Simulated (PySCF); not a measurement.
PySCF input (HF/def2-TZVPD):

```python
from pyscf import gto, scf, dft

mol = gto.M(
    atom='''
    B    -0.00000000    0.00000000   -0.00000000
    Cl    1.65385888   -0.25807139   -0.42648403
    Cl   -0.63004790   -0.67179838    1.46132312
    Cl   -1.02381098    0.92986978   -1.03483909
    ''',
    basis='def2-tzvpd',
    charge=1,
    spin=1,
    verbose=4,
)

mf = scf.UHF(mol).density_fit(auxbasis='def2-universal-jkfit')
mf.conv_tol = 1e-9
mf.max_cycle = 100
mf.max_memory = 1500
mf.kernel()
if not mf.converged:
    mf = mf.newton()
    mf.kernel(mf.make_rdm1())
for _ in range(2):
    mo, _, stable, _ = mf.stability(return_status=True)
    if stable:
        break
    mf.kernel(mf.make_rdm1(mo, mf.mo_occ))
mf.analyze()
```

Output:

```
PySCF version 2.14.0

[INPUT] verbose = 4
[INPUT] num. atoms = 4
[INPUT] num. electrons = 55
[INPUT] charge = 1
[INPUT] spin (= nelec alpha-beta = 2S) = 1
[INPUT] symmetry False subgroup None
[INPUT] Mole.unit = angstrom
[INPUT] Symbol           X                Y                Z      unit          X                Y                Z       unit  Magmom
[INPUT]  1 B      0.000000000000   0.000000000000   0.000000000000 AA    0.000000000000   0.000000000000   0.000000000000 Bohr   0.0
[INPUT]  2 Cl     1.653858880000  -0.258071390000  -0.426484030000 AA    3.125340331880  -0.487684247686  -0.805938013201 Bohr   0.0
[INPUT]  3 Cl    -0.630047900000  -0.671798380000   1.461323120000 AA   -1.190617976357  -1.269514949126   2.761500476295 Bohr   0.0
[INPUT]  4 Cl    -1.023810980000   0.929869780000  -1.034839090000 AA   -1.934722355523   1.757199215710  -1.955562463094 Bohr   0.0

nuclear repulsion = 231.468150575022
number of shells = 61
number of NR pGTOs = 268
number of NR cGTOs = 175
basis = def2-tzvpd
ecp = {}

******** <class 'pyscf.df.df_jk.DFUHF'> ********
method = DFUHF
initial guess = minao
damping factor = 0
level_shift factor = 0
DIIS = <class 'pyscf.scf.diis.CDIIS'>
diis_start_cycle = 1
diis_space = 8
diis_damp = 0
SCF conv_tol = 1e-09
SCF conv_tol_grad = None
SCF max_cycles = 100
direct_scf = False
number electrons alpha = 28  beta = 27
Set gradient conv threshold to 3.16228e-05
******** <class 'pyscf.df.df.DF'> ********
auxbasis = def2-universal-jkfit
init E= -1404.04539598838
  alpha nocc = 28  HOMO = -0.402495069360565  LUMO = 0.0348235752396569
  beta  nocc = 27  HOMO = -0.449254218697946  LUMO = -0.402495069360565

WARN: HOMO -0.402495069360565 >= LUMO -0.402495069360565

cycle= 1 E= -1402.80630069026  delta_E= 1.24  |g|= 0.403  |ddm|= 1.21
  alpha nocc = 28  HOMO = -0.771080047801417  LUMO = -0.254564915181099
  beta  nocc = 27  HOMO = -0.710019502305422  LUMO = -0.470675069752946
  HOMO = -0.710019502305  LUMO = -0.470675069753  gap/eV = 6.51289
cycle= 2 E= -1402.88907779108  delta_E= -0.0828  |g|= 0.258  |ddm|= 0.508
  alpha nocc = 28  HOMO = -0.737176730542854  LUMO = -0.151987033892137
  beta  nocc = 27  HOMO = -0.656735131121066  LUMO = -0.42406365980413
  HOMO = -0.656735131121  LUMO = -0.424063659804  gap/eV = 6.33131
cycle= 3 E= -1402.9219784749  delta_E= -0.0329  |g|= 0.0413  |ddm|= 0.179
  alpha nocc = 28  HOMO = -0.725913590531804  LUMO = -0.142325609295305
  beta  nocc = 27  HOMO = -0.640448009487765  LUMO = -0.404061566164589
  HOMO = -0.640448009488  LUMO = -0.404061566165  gap/eV = 6.43240
cycle= 4 E= -1402.9235398211  delta_E= -0.00156  |g|= 0.0154  |ddm|= 0.0686
  alpha nocc = 28  HOMO = -0.72809030854538  LUMO = -0.142740760797423
  beta  nocc = 27  HOMO = -0.64035747582051  LUMO = -0.402750899353052
[...]
  beta  nocc = 27  HOMO = -0.663475147579116  LUMO = -0.354386967536833
  HOMO = -0.663475147579  LUMO = -0.354386967537  gap/eV = 8.41072
Extra cycle  E= -1402.94037182461  delta_E= -4.68e-11  |g|= 3.27e-06  |ddm|= 7.46e-06
converged SCF energy = -1402.94037182461  <S^2> = 0.76339132  2S+1 = 2.0133468
uhf_internal: lowest eigs of H = [0.03443847 0.13721738 0.19589765]
<class 'pyscf.df.df_jk.DFUHF'> wavefunction is stable in the internal stability analysis
**** SCF Summaries ****
Total Energy =                       -1402.940371824613749
Nuclear Repulsion Energy =             231.468150575022491
One-electron Energy =                -2385.600445805791423
Two-electron Energy =                  751.191923406155183
Two-electron Coulomb Energy =          837.562703101852890
DFT Exchange-Correlation Energy =      -86.370779695697706
HOMO-LUMO gap [eV] =                     8.410717781349835
**** MO energy ****
                             alpha | beta                alpha | beta
MO #1   energy= -105.249535202953  | -105.23653096191   occ= 1 | 1
MO #2   energy= -105.065497752965  | -105.064535009235  occ= 1 | 1
MO #3   energy= -105.065494835109  | -105.06453240209   occ= 1 | 1
MO #4   energy= -10.9741374043048  | -10.9620447068482  occ= 1 | 1
MO #5   energy= -10.7935418930488  | -10.7926665124929  occ= 1 | 1
MO #6   energy= -10.7935317252361  | -10.7926583188958  occ= 1 | 1
MO #7   energy= -8.45954433975971  | -8.42943019656369  occ= 1 | 1
MO #8   energy= -8.43605298438416  | -8.42806412797379  occ= 1 | 1
MO #9   energy= -8.43498365455627  | -8.40746664774915  occ= 1 | 1
MO #10  energy= -8.26107007544756  | -8.25912449799625  occ= 1 | 1
MO #11  energy= -8.26106659673841  | -8.25912120234354  occ= 1 | 1
MO #12  energy= -8.25899653747529  | -8.25808644877153  occ= 1 | 1
MO #13  energy= -8.25899244137502  | -8.2580833346433   occ= 1 | 1
MO #14  energy= -8.2586265821724   | -8.25661494929291  occ= 1 | 1
MO #15  energy= -8.25862341763307  | -8.25661307626588  occ= 1 | 1
MO #16  energy= -7.99581479498604  | -7.99706653141465  occ= 1 | 1
MO #17  energy= -1.52557985792005  | -1.43012885592528  occ= 1 | 1
MO #18  energy= -1.36182734733404  | -1.34422095873705  occ= 1 | 1
MO #19  energy= -1.32383295130396  | -1.31598292764758  occ= 1 | 1
MO #20  energy= -0.984302119537752 | -0.965514107229286 occ= 1 | 1
MO #21  energy= -0.930170329595189 | -0.845996965056248 occ= 1 | 1
MO #22  energy= -0.855087809072708 | -0.834527328173867 occ= 1 | 1
MO #23  energy= -0.851246768584243 | -0.800639972217848 occ= 1 | 1
MO #24  energy= -0.783956134862745 | -0.719276473013458 occ= 1 | 1
MO #25  energy= -0.722793011439402 | -0.688226636261953 occ= 1 | 1
MO #26  energy= -0.707199362000314 | -0.673026174871304 occ= 1 | 1
MO #27  energy= -0.674581484609813 | -0.663475147579116 occ= 1 | 1
MO #28  energy= -0.666858311383314 | -0.354386967536833 occ= 1 | 0
MO #29  energy= -0.143007379863668 | -0.144277545799984 occ= 0 | 0
MO #30  energy= -0.106370506379498 | -0.103693436724033 occ= 0 | 0
MO #31  energy= -0.0698333689665519 | -0.0670200402671456 occ= 0 | 0
MO #32  energy= -0.0650165575042176 | -0.0619694360535531 occ= 0 | 0
MO #33  energy= -0.0624120998842194 | -0.0600200461868676 occ= 0 | 0
MO #34  energy= -0.0548057382896309 | -0.0474184832763595 occ= 0 | 0
MO #35  energy= -0.0394049699170439 | -0.0363542295195147 occ= 0 | 0
MO #36  energy= -0.0321287345355731 | -0.0290417214360989 occ= 0 | 0
MO #37  energy= -0.023865690365385 | -0.0236958136508739 occ= 0 | 0
MO #38  energy= -0.0217581897266836 | -0.0152555467343124 occ= 0 | 0
MO #39  energy= -0.0167716561467432 | -0.0150451373718796 occ= 0 | 0
MO #40  energy= 0.0164418945351048 | 0.0180712631267426 occ= 0 | 0
MO #41  energy= 0.0248871020942849 | 0.032545954511292  occ= 0 | 0
MO #42  energy= 0.0291599088799169 | 0.0390192794584227 occ= 0 | 0
MO #43  energy= 0.0330257977773356 | 0.0493631316685592 occ= 0 | 0
MO #44  energy= 0.046281629502548  | 0.0591544057980398 occ= 0 | 0
MO #45  energy= 0.0624003216974936 | 0.0623530936235445 occ= 0 | 0
MO #46  energy= 0.0728735137962238 | 0.0761131562347624 occ= 0 | 0
MO #47  energy= 0.0728790536983021 | 0.07783805128432   occ= 0 | 0
MO #48  energy= 0.0841668019256023 | 0.0846643747169022 occ= 0 | 0
MO #49  energy= 0.111861540893599  | 0.112232440786595  occ= 0 | 0
MO #50  energy= 0.112058700080294  | 0.121616924728818  occ= 0 | 0
MO #51  energy= 0.119752369063289  | 0.127513771173391  occ= 0 | 0
MO #52  energy= 0.120390840226489  | 0.12862510712185   occ= 0 | 0
MO #53  energy= 0.13801276144934   | 0.143861590948324  occ= 0 | 0
MO #54  energy= 0.14882099676986   | 0.149934023938883  occ= 0 | 0
MO #55  energy= 0.163112106864685  | 0.167616641603435  occ= 0 | 0
MO #56  energy= 0.166220814815236  | 0.178292743153301  occ= 0 | 0
MO #57  energy= 0.183544149735553  | 0.188184462533564  occ= 0 | 0
MO #58  energy= 0.184908545014636  | 0.194788067291271  occ= 0 | 0
MO #59  energy= 0.192049740347849  | 0.194931314740801  occ= 0 | 0
MO #60  energy= 0.205429613933952  | 0.2078041892598    occ= 0 | 0
MO #61  energy= 0.215412349087316  | 0.215840346417009  occ= 0 | 0
MO #62  energy= 0.229181846128907  | 0.23012178734567   occ= 0 | 0
MO #63  energy= 0.232357030407759  | 0.24051690481669   occ= 0 | 0
MO #64  energy= 0.243189336519423  | 0.243667857751675  occ= 0 | 0
MO #65  energy= 0.307964168740386  | 0.311171717270771  occ= 0 | 0
MO #66  energy= 0.323783734983939  | 0.327138451190115  occ= 0 | 0
MO #67  energy= 0.33317395297988   | 0.338085993233233  occ= 0 | 0
MO #68  energy= 0.3577859398139    | 0.358893730144356  occ= 0 | 0
MO #69  energy= 0.376140746786571  | 0.37796478835174   occ= 0 | 0
MO #70  energy= 0.409242432920584  | 0.410950950224696  occ= 0 | 0
MO #71  energy= 0.417396697493581  | 0.433043463964608  occ= 0 | 0
MO #72  energy= 0.424688984791538  | 0.44683510521932   occ= 0 | 0
MO #73  energy= 0.44042147511404   | 0.447534561411235  occ= 0 | 0
MO #74  energy= 0.475066097232681  | 0.500906319463702  occ= 0 | 0
MO #75  energy= 0.512832934191185  | 0.518167848073046  occ= 0 | 0
MO #76  energy= 0.515447382050323  | 0.549745692941208  occ= 0 | 0
MO #77  energy= 0.529050411785005  | 0.550497124569495  occ= 0 | 0
MO #78  energy= 0.555242300068344  | 0.561027933592862  occ= 0 | 0
MO #79  energy= 0.558391831077918  | 0.585459387910198  occ= 0 | 0
MO #80  energy= 0.577460443737427  | 0.590858360379324  occ= 0 | 0
MO #81  energy= 0.582351332477603  | 0.601455996993411  occ= 0 | 0
MO #82  energy= 0.606054899152027  | 0.60848596375772   occ= 0 | 0
MO #83  energy= 0.606194133559376  | 0.611663056696193  occ= 0 | 0
MO #84  energy= 0.638510967204345  | 0.642957605748534  occ= 0 | 0
MO #85  energy= 0.641738627599445  | 0.643141625899576  occ= 0 | 0
MO #86  energy= 0.656244750495665  | 0.659022798450097  occ= 0 | 0
MO #87  energy= 0.65860531242779   | 0.666394134910574  occ= 0 | 0
MO #88  energy= 0.668812884217044  | 0.672209369432656  occ= 0 | 0
MO #89  energy= 0.670274231131872  | 0.675547390336541  occ= 0 | 0
MO #90  energy= 0.713855579175286  | 0.718206593725664  occ= 0 | 0
MO #91  energy= 0.720488951164803  | 0.725220371420603  occ= 0 | 0
MO #92  energy= 0.770574444885597  | 0.777818551151231  occ= 0 | 0
MO #93  energy= 0.820513621402033  | 0.827277834844211  occ= 0 | 0
MO #94  energy= 0.826087818543466  | 0.836650456016423  occ= 0 | 0
MO #95  energy= 0.833107352704073  | 0.84033032352202   occ= 0 | 0
MO #96  energy= 0.839742613220024  | 0.840411703074469  occ= 0 | 0
MO #97  energy= 1.0099215318154    | 1.00897947582702   occ= 0 | 0
MO #98  energy= 1.04133572497236   | 1.05003143479221   occ= 0 | 0
MO #99  energy= 1.12870423554209   | 1.13841844320037   occ= 0 | 0
MO #100 energy= 1.13492301088798   | 1.14243807414356   occ= 0 | 0
MO #101 energy= 1.20480089806158   | 1.21254782920181   occ= 0 | 0
MO #102 energy= 1.23232345181778   | 1.23903047491648   occ= 0 | 0
MO #103 energy= 1.31458185362499   | 1.31665275204841   occ= 0 | 0
MO #104 energy= 1.34560814573207   | 1.34597452031267   occ= 0 | 0
[...]
```
